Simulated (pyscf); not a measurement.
Thermochemistry of product channels of `[NH2][SiH]([NH2])[Cl]` + `[NH2]` [doublet] on the doublet surface, in kcal/mol, from ωB97M-D3(BJ)/def2-TZVP energies (ideal gas, 1 atm, RRHO with modes under 100 cm⁻¹ raised to 100, one conformer, R ln 2 for chiral ones without a mode under 150 cm⁻¹). Single points on ωB97X-D3(BJ)/def2-SVP structures (PySCF, gas phase).

```csv
products,ΔE,ΔH(298 K),ΔG(298 K),ΔG(600 K)
`[NH2][Si]([NH2])([NH2])[Cl]` + `[H]` [doublet],-18.0,-18.7,-14.8,-11.4
`[NH2][Si]([NH2])[Cl]` [doublet] + `[NH3]`,-14.8,-11.2,-11.4,-11.5
```

These are energies of the channels, which say nothing of barriers.
